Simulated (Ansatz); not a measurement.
Geometry optimisation, Ansatz 0.2.0, RKS LDA/def2-SVP.

Input:

```yaml
crystal:
  periodic: [false, false, false]
  atoms:
    - { symbol: Al, position_ang: [0.0, 0.0, 0.0] }
    - { symbol: F, position_ang: [0.0, 0.0, 1.69] }
    - { symbol: H, position_ang: [1.351, 0.0, -0.78] }
    - { symbol: "N", position_ang: [-1.6627, 0.0, -0.96] }
    - { symbol: H, position_ang: [-2.3316, -0.8164, -0.8614] }
    - { symbol: H, position_ang: [-1.9118, 0.8164, -1.5886] }
basis:
  gaussian: { orbitals: def2-SVP }
hamiltonian:
  xc: lda
relax:
  f_tol: 0.02
  max_steps: 40
```

Run as:

```bash
$ ansatz run input.yaml --threads 1 --pin off --max-ram 2048MiB --backend cpu --events-out ev --progress --plain --runs-dir out
```

Question: Where does it end, and by what steps?

Answer: The forces met the threshold. After 7 steps the energy has fallen by 0.657 eV; H5 moved furthest, 0.70 Å.

| step | energy less start (eV) | largest force component (eV/Å) | accepted |
| --- | --- | --- | --- |
| 0 | 0.0000 | 2.645 | yes |
| 1 | -0.3612 | 1.217 | yes |
| 2 | -0.5177 | 1.008 | yes |
| 3 | -0.6226 | 0.296 | yes |
| 4 | -0.6530 | 0.172 | yes |
| 5 | -0.6570 | 0.027 | yes |
| 6 | -0.6571 | 0.051 | yes |
| 7 | -0.6573 | 0.013 | yes |

```xyz
6
Properties=species:S:1:pos:R:3
Al -0.047 0.010 -0.047
F -0.058 -0.431 1.557
H 1.319 0.415 -0.740
N -1.584 0.003 -0.899
H -2.485 -0.252 -0.485
H -1.699 0.256 -1.885
```

Whether the end is a true minimum wasn't checked by a vibrational analysis.

Run time: 9.8 s on 1 thread of Arm Neoverse V1, with other jobs on the host, peak memory 0.12 GiB.
